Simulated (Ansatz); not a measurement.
Input file:

```yaml
crystal:
  periodic: [false, false, false]
  atoms:
    - {symbol: Ga, position_ang: [0.000000, 0.000000, 1.669000]}
    - {symbol: O, position_ang: [0.000000, 0.000000, -0.188300]}
    - {symbol: O, position_ang: [0.000000, 0.000000, -1.480700]}
basis:
  gaussian: {orbitals: cc-pVDZ}
total_charge: 1
magnetization: {spin_polarized: false}
correlation: {method: ccsdt_q, electrons: outside_noble_gas}
```

```sh
$ ansatz run in.yaml --threads 1 --pin off --events-out ev --progress --plain --max-ram 2393MiB
```

Output:

```
983 factors; integrals over basis functions are off by at most 1.4e-7 eV
mean field evaluation 1: about -56369.7628 eV, gradient 7.5e1 eV
mean field evaluation 2: about -56370.1183 eV, gradient 7.4e1 eV
mean field evaluation 4: about -56386.6447 eV, gradient 5.4e1 eV
mean field evaluation 8: about -56394.5052 eV, gradient 5.1e-1 eV
mean field evaluation 16: about -56394.5466 eV, gradient 6.8e-7 eV
mean field evaluation 32: about -56386.1653 eV, gradient 3.4e-1 eV
mean field evaluation 64: about -56380.5309 eV, gradient 2.2e1 eV
mean field evaluation 96: about -56391.3656 eV, gradient 3.0e1 eV
mean field evaluation 128: about -56394.5440 eV, gradient 8.5e-1 eV
mean field evaluation 160: about -56382.1651 eV, gradient 4.5e-2 eV
...
mean field -56394.54657461 eV, -2072.4613610205 hartree, gradient 5.8e-6 eV, S^2 0.000000; 5 other end points of the search recorded, 0 dependent functions left out; unrestricted orbitals would lower it
...
determinant -56394.54657461 eV, -2072.4613610205 hartree, with singles and doubles -56406.46064452 eV, -2072.8991950138 hartree
determinant -56386.47089383 eV, -2072.1645852257 hartree, with singles and doubles -56399.25119993 eV, -2072.6342528118 hartree
...
unrestricted determinant -56396.41863800 eV, -2072.5301580810 hartree, S^2 1.0175
16 core orbitals not correlated, not the lowest: weight in the atoms' cores, before any rotation towards them, 0.687 or more for the frozen orbitals, at most 0.304 for the correlated occupied ones
reference -56394.54657461 eV, -2072.4613610205 hartree; 7, 7 occupied and 32, 32 virtual orbitals, 983 factors
second order -11.64182380 eV of doubles, -0.00000000 eV of singles
...
cycle  23  -12.56562587 eV  change    5.9e-6 eV  update   2.1e-6
cycle  24  -12.56562039 eV  change    5.5e-6 eV  update   1.3e-6
cycle  25  -12.56562131 eV  change   -9.2e-7 eV  update   6.8e-7
cycle  26  -12.56562119 eV  change    1.2e-7 eV  update   5.0e-7
cycle  27  -12.56562133 eV  change   -1.4e-7 eV  update   3.5e-7
cycle  28  -12.56562119 eV  change    1.5e-7 eV  update   3.0e-7
cycle  29  -12.56562099 eV  change    1.9e-7 eV  update   2.8e-7
cycle  30  -12.56562040 eV  change    5.9e-7 eV  update   2.5e-7
cycle  31  -12.56561949 eV  change    9.1e-7 eV  update   2.6e-7
cycle  32  -12.56561987 eV  change   -3.9e-7 eV  update   1.6e-7
perturbative correction -0.21693262 eV, -0.0079721267 hartree
WARN: these amplitudes may be one of several solutions (largest doubles amplitude 0.54, level shift 0.00 eV)
Total energy: -56407.32912711 eV, -2072.9311111602 hartree
```

The T1 diagnostic is 0.027.

Ran on 1 thread of Arm Neoverse V2, shared host: 26 s wall, 0.25 GiB peak host memory.
